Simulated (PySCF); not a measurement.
Molecule: Methyl cyclopropyl ketone (C(C)(=O)C1CC1, C5H8O).

Numbering as in the mapped SMILES `[CH3:1][C:2](=[O:3])[CH:4]1[CH2:5][CH2:6]1`. Hydrogens are named by the atom that carries them. Ha(C5), Ha(C6) are cis to C2 on the ring; Hb(C5), Hb(C6) are trans to C2 on the ring.

Geometry PBE0-D3(BJ)/def2-SVP throughout; GIAO in PySCF 2.14, gas phase, one conformer, non-relativistic; equivalent atoms averaged; basis pcSseg-1.

(1) How do the shifts δ (against TMS, H2O at the same level) depend on the functional? (ppm; last column core-seconds on shared hosts with different chips, so compare them loosely; the GGAs took longer than the global hybrids here, which isn't the general rule, and the cause wasn't traced)

(2) Which nucleus moves most, in ppm?

Answers

(1) 
```csv
functional,kind,C2,C1,C4,C5/C6,O3,H(C1),H(C4),Ha(C5)/Ha(C6),Hb(C5)/Hb(C6),core-s
HF,Hartree–Fock,213.0,30.9,13.5,8.0,603.4,2.22,1.14,1.03,0.67,5.5
LDA,LDA,216.4,34.5,24.0,16.1,629.3,2.28,1.75,0.98,0.80,16
PBE,GGA,208.3,33.3,22.1,15.7,606.9,2.24,1.63,0.96,0.78,22
BLYP,GGA,209.8,33.3,21.8,15.6,608.3,2.21,1.57,0.96,0.77,23
BP86,GGA,208.4,33.6,22.5,15.9,601.4,2.25,1.61,0.99,0.78,21
OPBE,GGA,199.3,32.0,21.4,15.7,585.2,2.26,1.66,1.02,0.82,21
KT2,GGA,196.6,31.7,19.7,14.1,560.6,2.19,1.47,0.94,0.75,19
KT3,GGA,194.4,31.0,19.4,14.4,558.6,2.18,1.49,0.97,0.77,19
B97-D,GGA,203.1,32.5,21.1,15.2,579.4,2.23,1.56,1.00,0.78,24
B3LYP,global hybrid,212.4,33.1,20.8,13.9,617.0,2.22,1.49,0.97,0.74,17
PBE0,global hybrid,211.2,33.0,20.8,13.7,616.4,2.24,1.53,0.97,0.75,9
mPW1PW91,global hybrid,211.4,33.1,20.8,13.9,615.4,2.24,1.52,0.99,0.75,12
WP04,global hybrid,213.1,33.3,23.0,16.3,590.6,2.19,1.48,1.13,0.81,12
B97-2,global hybrid,207.1,32.6,20.2,13.8,597.7,2.23,1.49,0.99,0.76,12
BHandHLYP,global hybrid,214.4,32.5,18.2,11.6,620.7,2.22,1.36,0.98,0.71,12
CAM-B3LYP,range-separated hybrid,216.0,33.4,20.2,12.7,627.1,2.22,1.47,0.96,0.74,16
wB97X-D,range-separated hybrid,212.9,33.6,20.7,13.5,615.1,2.23,1.47,0.98,0.75,16
LC-wPBE,range-separated hybrid,217.2,33.8,20.7,12.7,626.5,2.23,1.52,0.98,0.76,22
```

(2) O3 (ketone oxygen): from 558.6 ppm with KT3 to 629.3 ppm with LDA. The smallest spread is 0.11 ppm, at H(C1). Proton shifts span only some 12 ppm, so a few tenths of a ppm matter as much there as several ppm in carbon.
